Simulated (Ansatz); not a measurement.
System: rock-salt PbS. Method: G0W0@HSE06 in Ansatz (hard PAW, contour deformation).

The same calculation (at the measured cell, 26.185 Å³/atom) with different numerical settings; throughout: response cutoff 100 eV, empty bands 218:

| run | k mesh | quasiparticle gap on the mesh (eV) | quasiparticle gap at Γ (eV) | rough time |
|---|---|---|---|---|
| 1 | 4×4×4 | 0.672 | 8.261 | 100 core-s |
| 2 | 6×6×6 | 0.728 | 8.321 | 8 core-min |
| 3 | 8×8×8 | 0.738 | 8.335 | 20 core-min |

In the column quasiparticle gap at Γ (eV) the first row differs from the last by -0.074 and the next to last by -0.014.

The last row is no converged limit: other settings stay fixed.

Spin–orbit coupling is not included.

Note: filled d or f shells below the valence bands can shift G0W0 gaps through exchange with them, which wasn't tested here. Note: GW on a hybrid start was not checked against another program.

Ansatz is a first-principles code.
